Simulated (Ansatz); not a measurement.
# AlSiH5 (singlet): wave-function methods side by side at distance Al1–H4 along a hydrogen transfer = 2.391 Å, cc-pVDZ

How much of the correlation energy of AlSiH5 (singlet) does each wave-function method recover here?

The runs use Ansatz 0.2.0, Gaussian basis; cc-pVDZ, core rule «outside noble gas», up to 10 orbitals frozen.

Plan: UHF; CCSD(T) on RHF; CCSD(T) on UHF; BCCD(T) on RHF; CISD; CCSDT(Q) on RHF; CCSDT(Q) on UHF; CASSCF and MRCISD+Q, 2 electrons in 2 orbitals; CASSCF and NEVPT2, 2 electrons in 2 orbitals; CASSCF and MRCISD+Q, 8 electrons in 8 orbitals; CASSCF and NEVPT2, 8 electrons in 8 orbitals.

6 further runs of the same task are left out: 5 that didn't finish, 1 set aside as unsound or not needed.

### 1 The system

The geometry derives from fragments relaxed apart (PBE0/def2-TZVP) and kept rigid, so it is no stationary point. A hydrogen atom is moved between rigid fragments.

7 atoms, charge 0, spin multiplicity 1.

Atoms are counted from 1 here; the program's logs count them from 0.

Bond lengths: Al1–H2 1.586 Å, Al1–H3 1.586 Å, H4–Si5 1.440 Å, Si5–H6 1.526 Å, Si5–H7 1.526 Å. Angles: H2–Al1–H3 120.0°, H4–Si5–H6 113.7°, H4–Si5–H7 113.7°, H6–Si5–H7 91.2°.

### 2 UHF

in.yaml

```yaml
crystal:
  periodic: [false, false, false]
  atoms:
    - {symbol: Al, position_ang: [-1.952593, 0.029322, 0.000000]}
    - {symbol: H, position_ang: [-2.745517, 1.402706, 0.000000]}
    - {symbol: H, position_ang: [-2.745517, -1.344062, 0.000000]}
    - {symbol: H, position_ang: [0.438407, 0.029322, 0.000000]}
    - {symbol: Si, position_ang: [1.878407, 0.029322, 0.000000]}
    - {symbol: H, position_ang: [2.490587, -0.844962, 1.090012]}
    - {symbol: H, position_ang: [2.490587, -0.844962, -1.090012]}
basis:
  gaussian: {orbitals: cc-pVDZ}
magnetization: {spin_polarized: true, initial_magnetization: 0}
hamiltonian: {xc: hf}
output: {orbitals: {seedname: orbitals}}
```

Launch:

```bash
$ ansatz run in.yaml --threads 1 --pin off --events-out ev --progress --plain --max-ram 2393MiB
```

After this run come: CCSD(T) on RHF; CCSD(T) on UHF; BCCD(T) on RHF; CISD; CCSDT(Q) on RHF; CCSDT(Q) on UHF; CASSCF and MRCISD+Q, 2 electrons in 2 orbitals; CASSCF and NEVPT2, 2 electrons in 2 orbitals; CASSCF and MRCISD+Q, 8 electrons in 8 orbitals; CASSCF and NEVPT2, 8 electrons in 8 orbitals.

Before running them: what should the planned runs give, taken together? Wanted: RCCSDT(Q) below the RHF energy; RMP2 from RCCSDT(Q); UMP2 from RCCSDT(Q); RCCSD from RCCSDT(Q); RCCSD(T) from RCCSDT(Q); UCCSD(T) from RCCSDT(Q); UCCSDT(Q) from RCCSDT(Q); NEVPT2 pair from RCCSDT(Q); MRCISD+Q pair from RCCSDT(Q).

**Answer**, as computed:

```
                         quantity                                         value
   RCCSDT(Q) below the RHF energy                                    -7.1135 eV
              RMP2 from RCCSDT(Q)                                   +1893.1 meV
              UMP2 from RCCSDT(Q)                                   +1576.6 meV
             RCCSD from RCCSDT(Q)                                    +423.8 meV
          RCCSD(T) from RCCSDT(Q)                                     +91.2 meV
          UCCSD(T) from RCCSDT(Q)                                    +144.2 meV
         UCCSDT(Q) from RCCSDT(Q)                                     +11.7 meV
       NEVPT2 pair from RCCSDT(Q)                                   +1434.0 meV
     MRCISD+Q pair from RCCSDT(Q)                                     +57.8 meV
   NEVPT2 frontier from RCCSDT(Q)                                   +1346.1 meV
levels within 1 kcal/mol (43 meV)  RCCSDT, UCCSDT, UCCSDT(Q), MRCISD+Q frontier
                    T1 diagnostic                                         0.050
```

**Reading.** RCCSD(T) lands +91.2 meV from the yardstick (1.3 % of the correlation energy). CCSD(T) misses by +91.2 meV on the restricted determinant and by +144.2 meV on the unrestricted one; the two need not hold the same state or core. Of the multireference levels listed MRCISD+Q frontier comes nearest in total energy (+41.1 meV), which doesn't show that its space is the better one. These misses are within one basis, not against nature.
